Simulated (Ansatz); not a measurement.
## Lattice constant a of Se (model structure, started from the omega type, P6/mmm, No. 191, 3 atoms in the cell) at several levels of theory

No measured value is used here.

```json
[
 {"level (code)": "PBE (Ansatz)", "value (Å)": "5.103"},
 {"level (code)": "PBEsol (Ansatz)", "value (Å)": "?"},
 {"level (code)": "PBE-D3(BJ) (Ansatz)", "value (Å)": "5.000"}
]
```

**Question.** What belongs in the gaps?

**Answer.** 
- PBEsol (Ansatz, a program for electronic structure), value (Å): 4.979

Ansatz's density-functional and Hartree–Fock values are scalar-relativistic unless marked +SOC, with PAW data made under PBE.

A model structure was made by putting elements into a prototype or built by hand; it is no filed structure, need not be a known phase, and can be a saddle point held by its symmetry.
